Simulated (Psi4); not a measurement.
Process, species as SMILES: N#N (N2) + 3 [H][H] (H2) → 2 N (NH3)
B3LYP-D3(BJ)/def2-TZVP geometries, fixed; electronic energies without zero-point terms.
Largest species:
```xyz
4

N      0.0022    -0.0038     0.1116
H     -0.0020     0.9512    -0.2281
H      0.8095    -0.4644    -0.2929
H     -0.8232    -0.4600    -0.2599
```
Charge 0, spin multiplicity 1.

Effect of the grid (radial, spherical points) at PBE/cc-pVTZ with Psi4, against the last row, where the energy of full hydrogenation is -42.79 kcal/mol.

```csv
setting,"grid points, largest species",largest shift of a total energy (mEh),shift of the energy of full hydrogenation (kcal/mol)
"grid: 35, 110",15221,-0.129,0.143
"grid: 50, 194",38229,0.007,0.006
"grid: 75, 302",88133,0.000,0.000
"grid: 99, 590",225883,0.000,0.000
"grid: 150, 974",563124,0.000,0.000
```

Within 0.1 kcal/mol in the energy of full hydrogenation: grid: 50, 194; grid: 75, 302; grid: 99, 590. The largest shift is 0.129 mEh in a total energy and 0.143 kcal/mol in the difference.
